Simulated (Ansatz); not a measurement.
Two structures of CH6FSi, doublet, reached by relaxing down either side of one saddle point (PBE0-D4/def2-TZVP). Energies are electronic, without zero-point energy. Ansatz 0.2.0; basis: def2-TZVPP and def2-QZVPP; cores frozen in the correlated methods; orbitals are unrestricted. Extrapolation: Hartree–Fock as exp(−7.88 √X), correlation as X^−2.97. First:

H1  (0.390, 0.299, 1.403)
Si2  (-0.493, 1.433, 1.045)
F3  (-1.025, 1.208, -0.450)
C4  (0.636, -1.783, -1.253)
H5  (0.253, 2.712, 1.080)
H6  (-1.668, 1.490, 1.946)
H7  (0.244, -2.682, -0.799)
H8  (-0.022, -0.955, -1.471)
H9  (1.686, -1.722, -1.500)
(Å)

Second:

| atom | x (Å) | y (Å) | z (Å) |
| --- | --- | --- | --- |
| H1 | 0.9464 | -1.4302 | 0.1447 |
| Si2 | -0.5832 | 1.7062 | 1.2548 |
| F3 | -1.1272 | 1.5042 | -0.2413 |
| C4 | 0.6571 | -1.5888 | -0.8944 |
| H5 | 0.1836 | 2.9830 | 1.2911 |
| H6 | -1.7621 | 1.7530 | 2.1644 |
| H7 | 0.1621 | -2.5551 | -0.9883 |
| H8 | -0.0238 | -0.7981 | -1.2076 |
| H9 | 1.5470 | -1.5742 | -1.5235 |

Which bonds change from the first to the second?

SiH₃F ([F][SiH3]) + CH₃ → SiH₂F ([F][SiH2]) + CH₄; bonds formed: H1–C4; bonds broken: H1–Si2.

Give the saddle point's structure and its height above each. (An estimate is asked for; the value comes from the calculation.)

Computed: 0.462 eV above the first and 1.013 eV above the second (CCSD(T) at an estimated basis limit (MP2 extrapolated from triple and quadruple zeta, plus CCSD(T) − MP2 in triple zeta)).
```
9
angstrom
H 0.0901 -0.1240 0.0313
Si -0.4521 1.2068 0.7584
F -1.3500 1.9991 -0.3104
C 0.5469 -1.3945 -0.8133
H 0.6597 2.1034 1.1733
H -1.3128 0.8865 1.9282
H 0.2844 -2.1973 -0.1340
H -0.0708 -1.2886 -1.6975
H 1.6045 -1.1915 -0.9360
```

The T1 diagnostic stays at or below 0.015. ⟨S²⟩ of the unrestricted Hartree–Fock references: 0.75 to 0.78 (a pure state has 0.75). The start structure is not quite a true minimum (one mode of 42i cm⁻¹). The end structure is not quite a true minimum (one mode of 29i cm⁻¹).

Radical steps of this kind take place in plasma deposition and etching.

Labels in which every atom is bracketed show which atoms are joined, not bond orders.

For scale, one of the runs: CCSD(T)/def2-TZVPP, 188 basis functions (an equivalent command: `ansatz run in.yaml --threads 4`). Time: 74 s of wall clock on 4 CPU threads; the host was shared. Peak host memory: 5 GiB.
